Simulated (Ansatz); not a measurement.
Consider the cleavage of the Al–B bond: `F[BH][AlH2]` + `[OH][AlH2]` → `[AlH2][O][AlH2]` + `BF`.

Gas-phase electronic energies from Ansatz, PBE0-D4/def2-TZVP geometries. CBS: MP2 limit from def2 TZ/QZ plus the TZ coupled-cluster correction, frozen cores. This one scheme is used for every species. Functionals use def2-TZVPP. B3LYP here is the variant with VWN-RPA as its local correlation; programs differ in this. HSE06 is defined as in plane-wave codes.

```json
{"level": "LDA (SPW92)", "ΔE (kcal/mol)": "-44.7", "difference from CCSD(T)/CBS": "5.0"}
{"level": "PBE-D4", "ΔE (kcal/mol)": "-44.4", "difference from CCSD(T)/CBS": "5.3"}
{"level": "revPBE-D4", "ΔE (kcal/mol)": "-44.2", "difference from CCSD(T)/CBS": "5.5"}
{"level": "B97M-V", "ΔE (kcal/mol)": "-50.6", "difference from CCSD(T)/CBS": "-0.9"}
{"level": "PBE0-D4", "ΔE (kcal/mol)": "-46.2", "difference from CCSD(T)/CBS": "3.5"}
{"level": "B3LYP-D4", "ΔE (kcal/mol)": "-49.9", "difference from CCSD(T)/CBS": "-0.2"}
{"level": "r2SCANh-D4", "ΔE (kcal/mol)": "-49.7", "difference from CCSD(T)/CBS": "0.0"}
{"level": "r2SCAN0-D4", "ΔE (kcal/mol)": "-50.0", "difference from CCSD(T)/CBS": "-0.3"}
{"level": "HSE06-D4", "ΔE (kcal/mol)": "-46.1", "difference from CCSD(T)/CBS": "3.6"}
{"level": "BHLYP-D4", "ΔE (kcal/mol)": "-52.2", "difference from CCSD(T)/CBS": "-2.5"}
{"level": "ωB97X-V", "ΔE (kcal/mol)": "-48.7", "difference from CCSD(T)/CBS": "1.0"}
{"level": "ωB97M-V", "ΔE (kcal/mol)": "-49.8", "difference from CCSD(T)/CBS": "-0.1"}
{"level": "B2PLYP", "ΔE (kcal/mol)": "-51.2", "difference from CCSD(T)/CBS": "-1.5"}
{"level": "PBE-QIDH", "ΔE (kcal/mol)": "-49.5", "difference from CCSD(T)/CBS": "0.2"}
{"level": "PBE", "ΔE (kcal/mol)": "-44.1", "difference from CCSD(T)/CBS": "5.6"}
{"level": "revPBE", "ΔE (kcal/mol)": "-43.6", "difference from CCSD(T)/CBS": "6.1"}
{"level": "BLYP", "ΔE (kcal/mol)": "-48.1", "difference from CCSD(T)/CBS": "1.6"}
{"level": "r2SCAN", "ΔE (kcal/mol)": "-49.4", "difference from CCSD(T)/CBS": "0.3"}
{"level": "PBE0", "ΔE (kcal/mol)": "-45.9", "difference from CCSD(T)/CBS": "3.8"}
{"level": "B3LYP", "ΔE (kcal/mol)": "-49.4", "difference from CCSD(T)/CBS": "0.3"}
{"level": "r2SCAN0", "ΔE (kcal/mol)": "-49.9", "difference from CCSD(T)/CBS": "-0.2"}
{"level": "HSE06", "ΔE (kcal/mol)": "-45.8", "difference from CCSD(T)/CBS": "3.9"}
{"level": "BHLYP", "ΔE (kcal/mol)": "-51.7", "difference from CCSD(T)/CBS": "-2.0"}
{"level": "CAM-B3LYP", "ΔE (kcal/mol)": "-50.6", "difference from CCSD(T)/CBS": "-0.9"}
{"level": "LC-ωPBE", "ΔE (kcal/mol)": "-47.6", "difference from CCSD(T)/CBS": "2.1"}
{"level": "RPA@PBE/def2-TZVPP", "ΔE (kcal/mol)": "-49.2", "difference from CCSD(T)/CBS": "0.5"}
{"level": "HF/def2-SVP", "ΔE (kcal/mol)": "-54.8", "difference from CCSD(T)/CBS": "-5.1"}
{"level": "MP2/def2-SVP", "ΔE (kcal/mol)": "-54.7", "difference from CCSD(T)/CBS": "-5.0"}
{"level": "CCSD/def2-SVP", "ΔE (kcal/mol)": "-52.2", "difference from CCSD(T)/CBS": "-2.5"}
{"level": "CCSD(T)/def2-SVP", "ΔE (kcal/mol)": "-51.9", "difference from CCSD(T)/CBS": "-2.2"}
{"level": "HF/def2-TZVPP", "ΔE (kcal/mol)": "-53.5", "difference from CCSD(T)/CBS": "-3.8"}
{"level": "MP2/def2-TZVPP", "ΔE (kcal/mol)": "-52.9", "difference from CCSD(T)/CBS": "-3.2"}
{"level": "SCS-MP2/def2-TZVPP", "ΔE (kcal/mol)": "-52.8", "difference from CCSD(T)/CBS": "-3.1"}
{"level": "CCSD/def2-TZVPP", "ΔE (kcal/mol)": "-50.4", "difference from CCSD(T)/CBS": "-0.7"}
{"level": "CCSD(T)/def2-TZVPP", "ΔE (kcal/mol)": "-50.1", "difference from CCSD(T)/CBS": "-0.4"}
{"level": "HF/def2-QZVPP", "ΔE (kcal/mol)": "-53.9", "difference from CCSD(T)/CBS": "-4.2"}
{"level": "MP2/def2-QZVPP", "ΔE (kcal/mol)": "-52.8", "difference from CCSD(T)/CBS": "-3.1"}
{"level": "SCS-MP2/def2-QZVPP", "ΔE (kcal/mol)": "-52.6", "difference from CCSD(T)/CBS": "-2.9"}
{"level": "MP2/CBS(def2)", "ΔE (kcal/mol)": "-52.5", "difference from CCSD(T)/CBS": "-2.8"}
{"level": "CCSD/CBS(def2)", "ΔE (kcal/mol)": "-50.0", "difference from CCSD(T)/CBS": "-0.3"}
{"level": "CCSD(T)/CBS", "ΔE (kcal/mol)": "-49.7", "difference from CCSD(T)/CBS": "0"}
```

Task: What do rigid-rotor, harmonic-oscillator terms from PBE0-D4/def2-TZVP frequencies (298.15 K, 1 bar) make of the CCSD(T)/CBS value? (Best estimate.)

Result: Ansatz gave: ΔZPE = -0.2 kcal/mol, ΔH = -49.8 kcal/mol, ΔS = -17 J/(mol·K), ΔG = -48.6 kcal/mol.

Largest T1 diagnostic among the species: 0.014.

Leaving LDA and LC-ωPBE aside and taking each functional with its dispersion term where it has one, the values spread over 7.9 kcal/mol, from BHLYP-D4 to revPBE-D4. From PBE to PBE0 (25 % exact exchange), in def2-TZVPP and without D4, ΔE moves by −1.8 kcal/mol.
